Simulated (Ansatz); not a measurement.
**C2H5N, singlet: CASSCF and its corrections**

Computed with Ansatz's Gaussian-basis code (development build). Basis cc-pVDZ, nonrelativistic, 3 orbitals frozen in the corrections. State-specific CASSCF; RHF is the lowest restricted (open-shell) Hartree–Fock solution met. No symmetry is imposed, so a solution can break that of the shape. Lower solutions, or ones in other orbitals, may exist.

Geometry:

| atom | x (Å) | y (Å) | z (Å) |
| --- | --- | --- | --- |
| C | -0.0228 | 0.3985 | 0.7394 |
| N | 0.1718 | -0.8590 | 0.0000 |
| C | -0.0228 | 0.3985 | -0.7394 |
| H | -0.6985 | -1.3914 | 0.0000 |
| H | 0.8519 | 0.7439 | 1.2800 |
| H | 0.8519 | 0.7439 | -1.2800 |
| H | -0.9675 | 0.5671 | 1.2490 |
| H | -0.9675 | 0.5671 | -1.2490 |

Question: What do CASSCF and its corrections give against RHF in CAS(4,3), and what are the occupations?

Answer: CASSCF -0.570 eV, SC-NEVPT2 -12.009 eV; occupations 2.00, 1.97, 0.03.

Question: How do single-reference totals in the same basis and frozen core stand against SC-NEVPT2 in CAS(4,3)?

Answer: CCSD(T) -1.506 eV, CCSDT -1.519 eV. Coupled cluster stands on the determinant that it favours, which can lie over the RHF solution above, and is in doubt where the occupations are far from 0, 1 and 2.

Question: Roughly how much CPU time does a whole run from the default start take (median of such runs, summed over threads; nearly all runs on one pinned thread of a shared server, mostly Xeon at 2.3 to 2.6 GHz, by a development driver)?

Answer: CAS(4,3): about 4.9 s. Other jobs ran beside these, and the count of passes differs.
